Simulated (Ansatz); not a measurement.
Basis-set extrapolation for CF2O (`O=C(F)F`) (PBE0-D4/def2-TZVP geometry, frozen core, the Gaussian-basis code of Ansatz). Multiplicity 1, RHF reference.

```tsv
	def2-TZVPP	def2-QZVPP
HF	-311.754652	-311.768235
MP2 correlation	-0.870598	-0.946983
CCSD(T) correlation	-0.899749	-0.973645
```

Energies in hartree. Use E(X) = E(∞) + A·exp(−7.88·√X) for Hartree–Fock and E(X) = E(∞) + B·X^(−2.97) for correlation, with X = 3 and 4.

**Question.** What is the CCSD(T) energy at the basis-set limit?

**Answer.** HF limit: -311.768235 + (-0.013583) × 0.13774 = -311.77011. Correlation limit: -0.973645 + (-0.073896) × 0.74074 = -1.02838. Total: -312.79849 hartree, 3.92 eV below CCSD(T)/def2-TZVPP.
